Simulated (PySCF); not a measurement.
# TDDFT beside published excitation energies

Published values to compare with (the computed states carry no symmetry labels, so the two lists aren't matched line by line):

| state | E (eV) | f | kind of transition | source |
| --- | --- | --- | --- | --- |
| 3A''(n→π*) | 5.20 |  | band maximum or as reported | [1] |
| 3A''(n→π*) | 5.36 |  | vertical absorption | [2] |
| 3A''(n→π*) | 5.38 |  | vertical absorption | [3] |
| 1A''(n→π*) | 5.65 | 0.000 | vertical absorption | [3] |
| 1A''(n→π*) | 5.66 |  | vertical absorption | [2] |
| 3A'(π→π*) | 5.74 |  | vertical absorption | [2] |
| 1A''(n→π*) | 5.80 |  | band maximum or as reported | [1] |
| 3A'(π→π*) | 5.81 |  | vertical absorption | [3] |
| 1A'(n→3s) | 6.35 |  | band maximum or as reported | [1] |
| 1A'(π→π*) | 7.37 |  | band maximum or as reported | [1] |
| 1A'(n→3p) | 7.73 |  | band maximum or as reported | [1] |

[1] measured, gas; Loos, Scemama, Blondel, Garniron, Caffarel, Jacquemin (2018), arXiv:1807.02045, literature column
[2] computed, CC3/TZVP, gas; arXiv:2401.06101 (2024), CC3 reference column of Thiel's set
[3] computed, theoretical best estimate (aug-cc-pVTZ, frozen core, CC3 geometry), gas; Veril, Scemama, Caffarel, Lipparini, Boggio-Pasqua, Jacquemin, Loos, WIREs Comput. Mol. Sci. 2021, 11, e1517 (QUESTDB)

Formamide, CH3NO.
SMILES: `C(N)=O`

Level of theory: PySCF, TDDFT B3LYP/def2-SVPD, vertical, gas phase, core orbitals frozen in the response. Geometry: GFN2-xTB, one conformer, isolated molecule. Torsions of this conformer, `[NH2:1][CH:2]=[O:3]`: H–N1–C2–O3 0°, H–N1–C2–O3 180°.

Computed singlets: 5.69 eV (f 0.001); 6.81 eV (f 0.007); 7.11 eV (f 0.012); 7.54 eV (f 0.086); 7.95 eV (f 0.004); 7.96 eV (f 0.319); 8.51 eV (f 0.054); 8.91 eV (f 0.006). Computed triplets (Tamm–Dancoff): 5.18, 5.57, 6.63 eV.

**Question.** How does the lowest computed triplet compare with the best estimate listed for the lowest triplet (vertical absorption)?

**Answer.** 5.18 eV against 5.38 eV for 3A''(n→π*) [3]: a difference of -0.20 eV. Geometry and basis of the two calculations needn't be the same.

A measured band maximum holds vibronic effects and, in solution, solvent shifts, so it needn't equal the vertical energy.
